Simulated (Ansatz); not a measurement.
Scan of BH2, doublet

Starting geometry (PBE0/def2-TZVP stationary point for this spin, not checked as a minimum):

```xyz
3

B     0.0000   -0.0800    0.0000
H     0.0000    0.4291   -1.0770
H     0.0000    0.4291    1.0770
```

From there all distances are scaled together; atoms are numbered as listed. Energies are in eV, counted from the starting geometry at the same level. Kohn–Sham curves are unrestricted where that lies lower.

Basis aug-cc-pVDZ; Ansatz 0.2.0. Only valence electrons are correlated (noble-gas cores frozen). R marks a restricted (for open shells ROHF) determinant. Active spaces: valence = (5e, 6o) chosen from the atoms' valence shells.

Unrestricted Kohn–Sham rows aren't spin-pure: their determinants' ⟨S²⟩ exceeds S(S+1) by up to 0.66, so they mix in states of higher spin. Coupled cluster chose its determinant by trial CCSD, here up to 0.81 eV above the lowest Hartree–Fock solution of its kind. Runs in a small pair space aren't shown, since their orbitals change along the scan. A value is left out where its run failed or describes another state than the reference as far as symmetry and spin tell, or, spin-broken singlets apart, can't be checked.

Full CI is exact within this basis and frozen core; it isn't the basis-set limit.

```tsv
scale of all distances	full CI	curve A	curve B	curve C	curve D
0.871	0.884	0.838	0.893	0.884	0.786
1.000	0.000	0.000	0.000	0.000	0.000
1.139	0.418	0.448	0.411	0.418	0.483
1.324	1.804	1.869	1.766	1.804	1.938
1.520	3.381	3.522	3.307	3.382	3.622
1.778	4.911	5.231	4.798	4.912	5.346
2.014	5.729	6.168	5.593	5.728	6.272
2.369	6.393	6.879	6.235	–	6.930
```

Question: The curves come from NEVPT2 (valence space), RCCSDT(Q), r2SCAN, wB97M-V. Compare each with full CI and say which is which.

Answer: A: r2SCAN, B: NEVPT2 (valence space), C: RCCSDT(Q), D: wB97M-V. Spread of the error against full CI, over the points where both stand: A 0.532, B 0.167, C 0.002, D 0.642 eV. r2SCAN at 2.369 lies 0.486 eV (8 %) above the reference in this basis. wB97M-V at 2.369 lies 0.537 eV (8 %) above the reference in this basis. The program flagged some runs of RCCSDT(Q) as in doubt.

In so small a basis the reference is far from its limit while semilocal and hybrid functionals are nearer theirs, so the functionals' errors here hold much of the reference's basis and frozen-core error, which can add to them or hide them.
